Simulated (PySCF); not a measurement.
BO⁺, CCSD(T): how much the basis matters

PySCF, RHF reference; singlet, unpaired electrons none; De to B⁺ + O without counterpoise correction. Frozen cores follow the default of each basis and core potential.

```tsv
basis	relativity	functions	Re (Å)	ωe (cm⁻¹)	De (eV)	frozen orbitals
cc-pVDZ	no relativity	28	1.225	1725	2.94	2
def2-SVPD	no relativity	43	1.215	1786	3.33	2
def2-TZVPPD	no relativity	77	1.214	1769	3.37	2
```

Question: How does each smaller set differ from the one with most functions, def2-TZVPPD?

Answer: cc-pVDZ: +1.1 pm, -2.5 % in ωe, -0.43 eV in De; def2-SVPD: +0.1 pm, +1.0 % in ωe, -0.04 eV in De. All at CCSD(T); the set with most functions is neither the basis-set limit nor always the best.

Correlated steps freeze 2 core orbitals. Correlated levels converge slowly with the basis: in double zeta they bind strong bonds too weakly, by up to about 1 eV, and carry superposition errors of some tenths. For an ion De counts to the pair picked by the measured ionisation energies or electron affinities, which need not be the lowest pair at this level. Where the molecule has an RHF reference, its open-shell atoms are computed with UHF. The CCSD T1 diagnostic is raised in BO⁺, a sign that a single reference may not be enough there.
